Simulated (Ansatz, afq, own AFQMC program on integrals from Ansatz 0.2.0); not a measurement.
# B2H, doublet: AFQMC among the cluster methods

```yaml
atoms:
  - { symbol: B, position_ang: [0.0000, 0.0000, 0.1151] }
  - { symbol: B, position_ang: [0.0000, 0.0000, -1.4076] }
  - { symbol: H, position_ang: [0.0000, 0.0000, 1.2925] }
```

Connectivity, by distances: BH–B.

Basis cc-pVDZ. Noble-gas cores (and the filled d shells of Ga–Kr and In–Xe) are frozen. AFQMC by an in-house program on the Cholesky factors that Ansatz 0.2.0 writes for its CCSD(T) run. The CISD trial takes its coefficients from CCSD amplitudes. Released means that phaseless walkers are propagated on without the constraint, phases kept. ± is one standard error of the sampling.

Determinant: ROHF, the one that the program's search chose, which needn't be the lowest solution. The geometry is a PBE0/def2-TZVP stationary point of this or a neighbouring charge and spin state.

Full CI is exact in this basis; its frozen core comes from its own orbitals, which moves totals by up to a few meV.

Cautions: a spin-contaminated unrestricted determinant lies lower (UHF 1.10 eV lower, ⟨S²⟩ 1.76); the CCSDT(Q) amplitudes may be one of several solutions (largest double 0.81); the CCSDTQ amplitudes may be one of several solutions (largest double 0.97); the released energies are still falling, so no released level is given (meV from the phaseless value at times in 1/Eh: 0 ± 6 at 0.24, -6 ± 3 at 0.51, -11 ± 3 at 0.99, -19 ± 3 at 1.62, -8 ± 14 at 2.40); the ph-AFQMC/CISD walk drifts between its halves (2.1 errors); the determinant fills πx and πy unequally, so it mixes two states of the linear molecule, and each level undoes that mixture to a different degree, while full CI gives the lower state; CCSDTQ on the UHF determinant differs (1.06 eV lower), perhaps since the unrestricted series falls towards higher spin; full CI with its own frozen core; a state of higher spin lies lower (by 1.06 eV).

The T1 diagnostic is 0.0277, the weight of the determinant in the CISD state is 0.869 and the size of the correlated space is 7 electrons in 31 orbitals.

Reference: full CI, correlation energy -4.404 eV. CCSDTQ lies 2.0 meV above full CI, in part by the other frozen core, which shifts every row alike, so rows that close can't be ranked against it. The cautions show a poor starting determinant, so the rows tell how each method copes with it here, and full CI is the sure value.

```
        level  E − E(reference) (mEh)  share of correlation (%)
           HF                  161.83                      0.00
          MP2                   46.27                     71.41
         CCSD                   13.26                     91.80
      CCSD(T)                    7.44                     95.40
        CCSDT                    1.81                     98.88
     CCSDT(Q)                   -0.15                    100.09
       CCSDTQ                    0.08                     99.95
  ph-AFQMC/HF             9.79 ± 0.77                     93.95
ph-AFQMC/CISD             6.33 ± 0.14                     96.09
```

CCSDT and higher add their correlation energy to the determinant of the CCSD(T) run, since their own runs factorise the integrals more tightly (a shift of under 2 meV).
